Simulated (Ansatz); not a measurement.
A cut through the energy surface

C₄H₈ (SMILES C1CCC1), singlet, at its PBE0-D4/def2-TZVP minimum:

```xyz
12
angstrom
C -0.9156 0.2958 -0.4762
C -0.3571 0.3460 0.9592
C 1.0136 -0.0705 0.3914
C 0.2848 -0.5897 -0.8632
H -0.8581 1.2746 -0.9584
H -1.9195 -0.1055 -0.6238
H -0.7862 -0.4446 1.5795
H -0.4231 1.2891 1.5042
H 1.6287 0.8023 0.1600
H 1.6153 -0.7767 0.9660
H 0.0413 -1.6507 -0.7697
H 0.7531 -0.4253 -1.8350
```

The angle H10–C3–C4 (118.1° at the minimum) is set to the values below, H10, with anything bonded beyond it, turning rigidly in the plane of the angle. Each method's energies count from its own value at the PBE0-D4 minimum structure. Computed with Ansatz 0.2.0 (basis: def2-TZVPP); correlated methods freeze the cores. B3LYP uses VWN-RPA correlation.

CCSD(T) energies along the scan:
```json
{"angle (°)": "100.1", "CCSD(T) (kcal/mol)": "6.39"}
{"angle (°)": "104.6", "CCSD(T) (kcal/mol)": "3.56"}
{"angle (°)": "109.1", "CCSD(T) (kcal/mol)": "1.57"}
{"angle (°)": "113.6", "CCSD(T) (kcal/mol)": "0.39"}
{"angle (°)": "118.1", "CCSD(T) (kcal/mol)": "0.00"}
{"angle (°)": "122.6", "CCSD(T) (kcal/mol)": "0.40"}
{"angle (°)": "127.1", "CCSD(T) (kcal/mol)": "1.57"}
{"angle (°)": "131.6", "CCSD(T) (kcal/mol)": "3.50"}
{"angle (°)": "136.1", "CCSD(T) (kcal/mol)": "6.19"}
```
They count from the CCSD(T) energy at the PBE0-D4 minimum.

Largest difference from the CCSD(T) curve over the scan: PBE-D4 0.46; PBE0-D4 0.15; B3LYP-D4 0.12; wB97M-V 0.13 kcal/mol. Each curve counts from its own value at the minimum.

The T1 diagnostic stays at or below 0.009.

For scale, one of the runs: CCSD(T)/def2-TZVPP, 236 basis functions (an equivalent command: `ansatz run in.yaml --threads 4`). Hardware: 4 CPU threads, shared host. Wall time 22 s; peak host memory 4.9 GiB.
